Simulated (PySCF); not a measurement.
These are PBE0-D4/def2-TZVP in PySCF values and carry that method's errors. Gas-phase values, no solvent. 

Reference species (SMILES): `[OH]` (neutral, multiplicity 2).

```
Item                              Value
-----------------------------  --------
highest occupied spin orbital  -9.09 eV
```

Changed species: `[SiH2]Br` (radical fragment; the reference has radical fragment).

**Question.** Predict the effect on the highest occupied spin orbital.

**Answer.** the highest occupied spin orbital rises by 2.56 eV, to -6.53 eV.
